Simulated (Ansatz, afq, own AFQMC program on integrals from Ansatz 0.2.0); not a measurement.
# CH2+ (doublet): quantum Monte Carlo beside coupled cluster at distance C1–H2 = 1.783 Å, cc-pVDZ

An exercise on one series of results from a longer session: the logs are not shown, and one member is left open.

The runs use Ansatz 0.2.0, Gaussian basis, and an in-house AFQMC program (afq) on its integrals; all values are calculated; cc-pVDZ, frozen cores.

The runs, in order: Full CI; PBE (unrestricted); r2SCAN (unrestricted); PBE0 (unrestricted); B3LYP (unrestricted); wB97M-V (unrestricted); B2PLYP (unrestricted); CCSD(T) on UHF; Full CI; Full CI (quartet); CCSDT(Q) on UHF; CCSDTQ on UHF; Phaseless AFQMC, CISD trial on UHF; CCSD(T) on ROHF; Full CI; CCSDT(Q) on ROHF; CCSDTQ on ROHF; Phaseless AFQMC, CISD trial on ROHF.

1 further run of the same task is left out (it didn't finish).

### The system

The geometry derives from a PBE0/def2-TZVP stationary point (not a proven minimum). One bond is set to the value named and the two fragments are kept rigid.

3 atoms, charge 1, spin multiplicity 2.

Atoms are counted from 1 here; the program's logs count them from 0.

Bond lengths: C1–H3 1.094 Å.

The first run:

in.yaml

```yaml
crystal:
  periodic: [false, false, false]
  atoms:
    - {symbol: C, position_ang: [0.000000, 0.000000, 0.229821]}
    - {symbol: H, position_ang: [0.000000, 0.000000, -1.553179]}
    - {symbol: H, position_ang: [0.000000, 0.000000, 1.323358]}
basis:
  gaussian: {orbitals: cc-pVDZ}
total_charge: 1
magnetization: {spin_polarized: false, initial_magnetization: 1}
correlation: {method: fci, electrons: outside_noble_gas}
```

The run is started by

```bash
$ ansatz run in.yaml --threads 1 --pin off --events-out ev --progress --plain --max-ram 24576MiB --backend cuda --devices 0, --max-vram 18GiB
```

Among the steps run: Full CI; PBE (unrestricted); r2SCAN (unrestricted); PBE0 (unrestricted); B3LYP (unrestricted); wB97M-V (unrestricted); B2PLYP (unrestricted); CCSD(T) on UHF; Full CI (quartet); CCSDT(Q) on UHF; CCSDTQ on UHF; Phaseless AFQMC, CISD trial on UHF; CCSD(T) on ROHF; CCSDT(Q) on ROHF; CCSDTQ on ROHF; Phaseless AFQMC, CISD trial on ROHF.

One of the session's tables, all rows but one given; the rest of the session is left out.

On the ROHF determinant, counted from full CI (exact for this spin and basis):

| level | from full CI (meV) |
| --- | --- |
| HF | +3295.1 |
| MP2 | +848.6 |
| CCSD | +87.1 |
| CCSD(T) | +22.5 |
| CCSDT(Q) | ? |
| CCSDTQ | -0.1 |
| full CI | 0.0 |
| Phaseless AFQMC, CISD trial, step 0.005, 4000 walkers | +12.4 |

**Question.** Estimate the row for CCSDT(Q).

As computed: from full CI (meV): +0.6. In the column «from full CI (meV)» it lies between full CI (0.0) and Phaseless AFQMC, CISD trial, step 0.005, 4000 walkers (+12.4).
